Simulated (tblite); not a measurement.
Isomers of C4H7FN (doublet state). Calculated harmonic vibrations of the isolated species, GFN2-xTB (tblite), most abundant isotopes, no scaling. Errors from tens to a few hundred cm⁻¹ against measured bands are possible. One conformer each. Open shells enter through the occupations alone, without spin polarisation, and single modes of such species can be off by tens of per cent.

Electronic energies: GFN2-xTB at the same geometries; isomer energies are rough at this level and their order can be wrong.

| SMILES | electronic energy, lowest = 0 (kcal/mol) |
| --- | --- |
| C=NCC[CH]F | 3.6 |
| [NH]C[C@@H]1C[C@@H]1F | 7.9 |
| [H]/[C]=C(/F)CNC | 18.9 |
| C=C(F)C[N]C | 0.0 |

Q: How do GFN2-xTB zero-point energies change the relative energies?

A: 
```csv
SMILES,ZPE (kcal/mol),of it from modes above 1550 cm⁻¹,electronic (kcal/mol),"with ZPE, lowest = 0 (kcal/mol)",lowest mode (cm⁻¹),rings
C=C(F)C[N]C,62.2,31.8,0.0,0.0,26,0
C=NCC[CH]F,63.2,32.3,3.6,4.6,45,0
[NH]C[C@@H]1C[C@@H]1F,63.8,30.3,7.9,9.5,55,1
[H]/[C]=C(/F)CNC,63.8,33.2,18.9,20.6,48,0
```

The zero-point energies span 1.6 kcal/mol, from `C=C(F)C[N]C` to `[H]/[C]=C(/F)CNC`. The order is unchanged.

Q: What do entropy and thermal enthalpy add at 298.15 K and 1 bar (rigid rotor, harmonic oscillator, one conformer each)?

A: 
```csv
SMILES,point group,symmetry number,S (cal/(mol K)),H − H(0) (kcal/mol),ZPE + H − H(0) − TS (kcal/mol)
C=C(F)C[N]C,C1,1,89.8,5.39,40.8
C=NCC[CH]F,C1,1,86.6,5.18,42.5
[NH]C[C@@H]1C[C@@H]1F,C1,1,81.8,4.73,44.1
[H]/[C]=C(/F)CNC,C1,1,84.7,5.13,43.7
```

S holds R ln(2S + 1) for the spin.
